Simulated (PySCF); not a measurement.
Dissociation curve of SMILES C=O. The C1–O4 bond (C1 also carries H, H; O4 carries nothing else) is pulled apart rigidly from the PBE0/def2-TZVP optimised geometry. Each curve is given relative to its own lowest point near equilibrium.

| R / Å | A | B | C |
|---|---|---|---|
| 0.97 | 139.3 | 159.7 | 167.2 |
| 1.02 | 71.7 | 87.7 | 93.6 |
| 1.08 | 24.3 | 35.1 | 39.1 |
| 1.13 | 5.1 | 11.5 | 14.0 |
| 1.16 | 0.3 | 4.0 | 5.6 |
| 1.20 | 0.0 | 0.0 | 0.3 |
| 1.23 | 3.4 | 0.6 | 0.0 |
| 1.27 | 11.9 | 5.2 | 3.4 |
| 1.31 | 23.8 | 13.1 | 10.2 |
| 1.39 | 54.7 | 35.8 | 30.6 |
| 1.50 | 105.1 | 74.9 | 66.8 |
| 1.60 | 152.0 | 113.0 | 102.4 |
| 1.78 | 222.6 | 178.8 | 164.2 |
| 1.99 | 268.9 | 244.9 | 226.4 |
| 2.17 | 290.6 | 291.2 | 269.8 |
| 2.41 | 307.5 | — | 314.7 |
| 2.60 | 315.8 | — | 341.4 |
| 2.92 | 324.1 | — | 372.9 |
| 3.24 | 328.4 | — | 392.7 |
| 3.58 | 330.8 | — | 405.6 |
| 4.22 | 332.9 | — | 417.0 |

Energies in mEh.

### Question
Which curve belongs to which method? The methods are RHF/cc-pVDZ (PySCF); restricted BP86/6-31G*, spherical d run with PySCF; restricted LDA (SVWN5)/6-31G*, spherical d run with PySCF 2.14.0.

### Answer
A is RHF; B is RKS-LDA (SVWN5)/6-31G*; C is RKS-BP86/6-31G*.

A dash means that the run gave no value there, or that the column was ended at a point which the program doubted or which failed a test of continuity chosen for this set; such a test can also cut sound points.

The restricted form behind RKS-LDA (SVWN5)/6-31G*, RHF, RKS-BP86/6-31G* keeps the bonding electrons paired and can't separate into open-shell fragments.
